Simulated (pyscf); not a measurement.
`[CH2]=[Se]` + `[H]` [doublet] → `[CH]=[Se]` [doublet] + `[H][H]`, a hydrogen abstraction (doublet surface; C–H broken, H–H formed). Single points on ωB97X-D3(BJ)/def2-SVP structures (PySCF, gas phase). Energies in eV from the separated reactants.

Small-basis levels: PySCF, no dispersion term, spherical d functions. Open shells are spin-unrestricted. 

Question: In single points B3LYP/6-31G*+LANL2DZ puts the saddle at 0.21 eV and the reaction energy at -0.30 eV. Should these be trusted to within a few kcal/mol? Compare with ωB97M-D3(BJ)/def2-TZVP.

Answer: ωB97M-D3(BJ)/def2-TZVP gives ΔE‡ = 0.42 eV and ΔE = -0.28 eV. B3LYP/6-31G*+LANL2DZ lies 0.21 eV under it in the barrier and 0.02 eV under it in the reaction energy, so on this step it does not hold to within 0.13 eV. ωB97M-D3(BJ)/def2-TZVP has limits of its own. This is the saddle that the search found; another between the same sides may lie lower. The angle at the transferred H is 178°. In the def2 sets elements up to Kr have no core potential.
